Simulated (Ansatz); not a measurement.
Basis-set extrapolation for C3H3NO, SMILES `OC1=CC=N1` (PBE0-D4/def2-TZVP geometry, frozen core, Ansatz). Multiplicity 1, RHF reference.

|  | def2-TZVPP | def2-QZVPP |
| --- | --- | --- |
| HF | -244.623616 | -244.634559 |
| MP2 correlation | -0.892445 | -0.955173 |
| CCSD(T) correlation | -0.954010 | not run |

Energies in hartree. Use E(X) = E(∞) + A·exp(−7.88·√X) for Hartree–Fock and E(X) = E(∞) + B·X^(−2.97) for correlation, with X = 3 and 4, and add CCSD(T) minus MP2 of the smaller set to the MP2 limit.

What is the CCSD(T) energy at the basis-set limit?

HF limit: -244.634559 + (-0.010943) × 0.13774 = -244.63607. MP2 limit: -0.955173 + (-0.062728) × 0.74074 = -1.00164. Higher-order term: -0.954010 − (-0.892445) = -0.06156. Total: -245.69927 hartree, 3.31 eV below CCSD(T)/def2-TZVPP.
